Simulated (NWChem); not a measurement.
**hydrogen cyanide (CHN)**

Program: NWChem. Structure: optimised with PBE/def2-SVP, a minimum by its harmonic frequencies.

Job file:

```
start mol
memory heap 200 mb stack 900 mb global 1100 mb
geometry "system" units angstroms nocenter noautoz noautosym
  C      0.000000     0.000000    -0.505970
  N      0.000000     0.000000     0.661277
  H      0.000000     0.000000    -1.593117
end
set geometry "system"
basis spherical
  * library 6-31g*
end
dft
  xc b3lyp
  semidirect memsize 60000000 filesize 0
  iterations 100
  convergence energy 1e-10 density 1e-9 gradient 1e-8
  tolerances tight
end
task dft energy
rt_tddft
  tmax 150.0
  dt 0.2
  tag "kick"
  print dipole
  field "kick"
    type delta
    polarization x
    max 0.0001
  end
  excite "system" with "kick"
end
task dft rt_tddft
```

Change of the dipole's x component after the kick, in units of 1e-4 a.u.:

| time (a.u.) | Δμ |
|---|---|
| 0.0 | 0.000 |
| 0.4 | 0.298 |
| 0.8 | 0.555 |
| 1.2 | 0.545 |
| 1.6 | 0.345 |
| 2.0 | 0.113 |
| 2.4 | -0.009 |
| 2.8 | 0.046 |
| 3.2 | 0.211 |
| 3.6 | 0.354 |
| 4.0 | 0.378 |
| 4.4 | 0.247 |
| 4.8 | 0.007 |
| 5.2 | -0.217 |
| 5.6 | -0.309 |
| 6.0 | -0.239 |
| 6.4 | -0.067 |
| 6.8 | 0.092 |
| 7.2 | 0.131 |
| 7.6 | 0.026 |
| 8.0 | -0.153 |
| 8.4 | -0.309 |
| 8.8 | -0.372 |
| 9.2 | -0.309 |
| 9.6 | -0.152 |
| 10.0 | 0.016 |
| 10.4 | 0.125 |
| 10.8 | 0.131 |
| 11.2 | 0.033 |
| 11.6 | -0.079 |
| 12.0 | -0.102 |
| 12.4 | -0.003 |
| 12.8 | 0.190 |
| 13.2 | 0.382 |
| 13.6 | 0.446 |
| 14.0 | 0.349 |
| 14.4 | 0.150 |
| 14.8 | -0.058 |
| 15.4 | -0.171 |
| 15.8 | -0.104 |
| 16.2 | -0.001 |
| 16.6 | 0.029 |
| 17.0 | -0.053 |
| 17.4 | -0.201 |
| 17.8 | -0.332 |
| 18.2 | -0.369 |
| 18.6 | -0.290 |
| 19.0 | -0.146 |
| 19.4 | -0.012 |
| 19.8 | 0.062 |
| 20.2 | 0.068 |
| 20.6 | 0.020 |
| 21.0 | -0.038 |
| 21.4 | -0.058 |
| 21.8 | -0.027 |
| 22.2 | 0.050 |
| 22.6 | 0.159 |
| 23.0 | 0.257 |
| 23.4 | 0.317 |
| 23.8 | 0.343 |
| 24.2 | 0.320 |
| 24.6 | 0.245 |
| 25.0 | 0.155 |
| 25.4 | 0.080 |
| 25.8 | 0.044 |
| 26.2 | 0.056 |
| 26.6 | 0.055 |
| 27.0 | -0.029 |
| 27.4 | -0.184 |
| 27.8 | -0.349 |
| 28.2 | -0.443 |
| 28.6 | -0.405 |
| 29.0 | -0.267 |
| 29.4 | -0.116 |
| 29.8 | -0.020 |
